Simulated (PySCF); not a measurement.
Exercise with solution: entropy of an ideal gas

B(F)3 cation (BF3), SMILES FB(F)F (connectivity only; charge and spin as stated), charge +1, multiplicity 2.

The structure is a stationary point at TPSSh-D3(BJ)/def2-TZVP. The multiplicity is an assumed one; other spin states were not compared. The isomer is the one that the SMILES or the coordinates give; other isomers of the formula were not compared.

TPSSh-D3(BJ)/def2-TZVP (PySCF) gives the harmonic wavenumbers 182, 182, 549, 853, 1069, 1069 cm⁻¹ and the rotational temperatures 0.4907, 0.4907, 0.2454 K. The molar mass is 67.81 g/mol, the symmetry number 6, the spin multiplicity 2.

Question: Work out the entropy at 298.15 K and 1 atm in the rigid-rotor, harmonic-oscillator model.

Answer: 
Translation (Sackur–Tetrode at 1 atm): S = R[1.5 ln M + 2.5 ln T − 1.16487] = 161.3 J/(mol K).
Rotation: q = (√π/σ) T^1.5/√(θA θB θC) = 6260, S = R[ln q + 3/2] = 85.2 J/(mol K).
Vibration: with u = 1.4388 ν/T, each mode gives R[u/(e^u − 1) − ln(1 − e^−u)]:
```csv
ν (cm⁻¹),modes,u,S (J/(mol K))
182,2,0.88,19.31
549,1,2.65,2.29
853,1,4.12,0.70
1069,2,5.16,0.59
```
These are all the modes. Sum 22.9 J/(mol K).
Spin: R ln 2 = 5.8 J/(mol K).
Total 275.1 J/(mol K); the program's own thermochemistry gives 275.1. Translation makes up 59 % and vibration 8 %. Anharmonicity, hindered rotation and orbital degeneracy are left out.
